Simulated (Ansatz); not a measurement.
Tetragonal perovskite BaTiO3 (room-temperature form, which distorts further on cooling)

Computed with r²SCAN (PAW; Ansatz, a quantum-chemistry and plane-wave program).

Numerical settings: plane-wave cutoff 560 eV, 8×8×8 k mesh, Fermi–Dirac smearing 0.01 eV, no spin polarisation, scalar-relativistic PAW data made under PBE.

Cell: measured lattice: a = 3.9940 Å, b = 3.9940 Å, c = 4.0340 Å, α = 90.00°, β = 90.00°, γ = 90.00°.

```json
{
  "band_gap": "2.22 eV",
  "smallest_direct_gap_on_the_k_points_sampled": "2.58 eV"
}
```

Note: cell and atoms aren't relaxed at this level (largest force component 0.03 eV/Å, pressure 0.2 GPa).

Spin–orbit coupling is not included.

The computed numbers hold no vibrational or temperature effects.

Computing time: roughly 70 core-seconds.
